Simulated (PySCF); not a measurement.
Species: CH₃BO.
SMILES: `C([BH3-])#[O+]`

The closed-shell ground state was solved at several levels (PySCF, density fitting, gas phase, non-relativistic). Isolated species at its PBE0-D3(BJ)/def2-TZVP geometry, gas phase.

```csv
level,basis functions,total energy (Eh),HOMO (eV),LUMO (eV),gap (eV),dipole (D)
PBE0/aug-cc-pVTZ,207,-139.8502,-9.59,-1.39,8.20,1.33
B97-2/pcSseg-2,150,-139.9720,-9.35,-1.47,7.88,1.35
PBE0/pcSseg-2,150,-139.8534,-9.60,-1.38,8.22,1.35
wB97X-D/pcSseg-2,150,-139.9754,-11.49,0.44,11.93,1.48
wB97X-D/aug-cc-pVTZ,207,-139.9723,-11.48,0.43,11.91,1.47
```

Q: What might KT3/pcSseg-2 (150 basis functions) give for the same quantities?

A: Total energy -142.1192 Eh, HOMO -8.40 eV, LUMO -2.40 eV, gap 6.00 eV, dipole 1.21 D.

Q: Over all these levels, which gives the widest orbital gap and which the narrowest?

A: wB97X-D/pcSseg-2 (range-separated hybrid) has the widest, 11.93 eV, and KT3/pcSseg-2 (GGA) the narrowest, 6.00 eV. The two share the basis. From the narrowest to the widest the HOMO moves by -3.09 eV and the LUMO by +2.84 eV.

Q: In the pcSseg-2 basis, how does the gap go with the fixed share of exact exchange?

A: KT3 (0 %) 6.00 eV; B97-2 (21 %) 7.88 eV; PBE0 (25 %) 8.22 eV. Each rise in the share widens the gap here.

Q: How far do the dipole and the HOMO energy spread over the levels?

A: The dipole runs from 1.21 to 1.48 D (mean 1.36 D) and the HOMO from -11.49 to -8.40 eV.

The pairwise dispersion term of wB97X-D wasn't added to the energies; at a given geometry it leaves orbitals and properties as they are.
